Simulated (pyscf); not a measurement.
PySCF, gas phase, ωB97X-D3(BJ)/def2-SVP geometries.

Problem. PBE/def2-TZVP puts the barrier of `[NH][NH2]` [doublet] + `[SiH4]` → `[NH2][NH2]` + `[SiH3]` [doublet] (hydrogen abstraction; doublet surface; H–Si broken, H–N formed) at 0.43 eV and the reaction energy at +0.36 eV, from the separated reactants. What do r²SCAN/def2-TZVP, M06-2X/def2-TZVP, ωB97M-D3(BJ)/def2-TZVP give on the same structures?

Solution. r²SCAN: ΔE‡ = 0.58 eV, ΔE = +0.40 eV; M06-2X: ΔE‡ = 0.75 eV, ΔE = +0.24 eV; ωB97M-D3(BJ): ΔE‡ = 0.83 eV, ΔE = +0.40 eV. PBE's barrier lies under all of them, by 0.15 to 0.41 eV. Its reaction energy lies among theirs. Low barriers are usual for a GGA, whose delocalisation error favours stretched bonds. One saddle was located; it need not be the lowest between these sides. The angle at the transferred H is 160°.
